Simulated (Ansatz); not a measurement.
Sn (model structure, started from the graphite type, P6₃/mmc, No. 194, 4 atoms in the cell): properties by level of theory

```csv
level (code),equilibrium lattice constant a (Å),lattice parameter c (Å)
PBE (Ansatz),5.109,6.078
PBEsol (Ansatz),5.015,5.942
PBE-D3(BJ) (Ansatz),5.074,6.008
```

Ansatz's density-functional and Hartree–Fock values are scalar-relativistic unless marked +SOC, with PAW data made under PBE.

The computed numbers hold no vibrational or temperature effects.

A model structure was made by putting elements into a prototype or built by hand; it is no filed structure, need not be a known phase, and can be a saddle point held by its symmetry.

Ansatz is a quantum-chemistry and plane-wave program.
